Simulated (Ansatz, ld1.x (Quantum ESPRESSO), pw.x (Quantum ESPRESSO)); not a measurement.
Pd (diamond): variants of one PAW potential in the solid

- Element: palladium (Pd)
- Generator: ld1.x (Quantum ESPRESSO) 7.5
- Type: PAW
- Functional: LDA (PW92)
- Relativity: scalar-relativistic
- Frozen core: [Kr]
- Valence charge: 10
- Reference configuration: 4d9.5 5s0 5p0 (charge +0.5)
- Partial waves: 5s (bound, empty): rcut 1.85, rcutus 2.50 bohr; 5s channel at 2.8 Ry: rcut 1.85, rcutus 2.50 bohr; 5p (bound, empty): rcut 3.05, rcutus 3.20 bohr; 5p channel at 0.45 Ry: rcut 3.05, rcutus 3.20 bohr; 4d (bound): rcut 1.65, rcutus 2.05 bohr; 4d channel at 3.55 Ry: rcut 1.65, rcutus 2.05 bohr
- Local potential: all-electron potential smoothed inside 2.60 bohr (lloc = -1)
- Core correction: Bessel-smoothed model core, default radius (core density twice the valence density)
- Augmentation charge: BESSEL, radius 1.80 bohr

Crystal test: diamond Pd in pw.x 7.5, no spin, 8³ k-points, Fermi–Dirac smearing 0.01 Ry, cutoffs set for each file from its atomic test. The reference is all-electron LAPW (Ansatz 0.2.0) with the same functional, mesh and smearing; V0 and B0 come from Birch–Murnaghan fits to the pressures at five volumes. Errors are pseudo minus all-electron; Δ is the rms difference of the E(V) curves that follow from these fits, minima aligned, over ±6 % about the mean V0. Mesh and smearing are coarse, so the numbers serve the comparison and aren't converged zero-temperature values; the lattice is a test structure that the element need not adopt.

All-electron: a0 = 5.621 Å (V0 = 22.19 Å³/atom), B0 = 96.8 GPa.

Base: The largest radius (3.20 bohr) exceeds half the bond length (2.30 bohr), so the spheres overlap, which is one possible source of error among others.

1 further variants are left out: they gave no file fit for a test, a broken result, the same result as the base, or pressures whose basis-set error rivals the error shown.

A dash in a converged row means that the minimum lies outside the volumes sampled.

```tsv
change	cutoffs (Ry)	pw.x	a0 (Å)	a0 error (%)	B0 error (%)	Δ (meV/atom)	mean pressure error (GPa)
base	50/400	converged	5.631	+0.19	-0.9	2.7	+0.56
local potential all-electron potential smoothed inside 2.36 bohr (lloc = -1)	50/400	converged	5.618	-0.05	-0.3	0.7	-0.15
local potential all-electron potential smoothed inside 3.04 bohr (lloc = -1)	50/400	converged	–	–	–	–	+11.18
local potential all-electron potential smoothed inside 3.64 bohr (lloc = -1)	50/400	converged	–	–	–	–	+17.51
```

Give the row for: local potential all-electron potential smoothed inside 1.88 bohr (lloc = -1).

pw.x: converged; mean pressure error (GPa): -0.98; a0 (Å): 5.602; a0 error (%): -0.34; B0 error (%): +0.9; Δ (meV/atom): 4.8.
